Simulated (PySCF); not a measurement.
Consider ethylketene, `CCC=C=O` (C4H6O). Optimised structure (Å), atoms numbered from 1:
```
C    -1.3570    0.4930    0.1724
C    -0.3047   -0.5073   -0.2912
C     1.0411   -0.2982    0.3598
C     2.1244    0.0729   -0.2902
O     3.0832    0.3895   -0.8695
H    -1.0644    1.5224   -0.0839
H    -1.4928    0.4500    1.2643
H    -2.3324    0.2863   -0.2950
H    -0.6472   -1.5336   -0.0744
H    -0.1951   -0.4555   -1.3859
H     1.1564   -0.4176    1.4413
```

Computed at M06-2X/def2-TZVP // PBE0-D3(BJ)/def2-SVP with PySCF (density fitting, grid level 3). Thermal corrections: GFN2-xTB frequencies, unscaled, ideal gas at 298.15 K and 1 bar, quasi-RRHO entropy. These were taken at the GFN2-xTB minima.

Question: Rank these of its sites by proton affinity, highest first.
A. C3 (alkene carbon)
B. O5 (carbonyl oxygen)

Answer: A (846 kJ/mol), B (698 kJ/mol).

Question: For O5 (carbonyl oxygen), what are ΔE (electronic) and ΔG(298 K) of removing the proton again?

Answer: ΔE = 718 and ΔG = 667 kJ/mol, beside ΔH = 698 kJ/mol. The protonated species is `CCC=C=[OH+]`.

Question: Of those listed, which site of protonation is favoured in DMF (IEF-PCM), and by how much?

Answer: C3 (alkene carbon), by 143 kJ/mol over O5 (carbonyl oxygen); the gas phase favours the same one.

Note: protonation at a multiple bond is drawn as the open cation; a hydrogen-bridged form may lie lower, and the ion may have rearranged by a hydride shift.
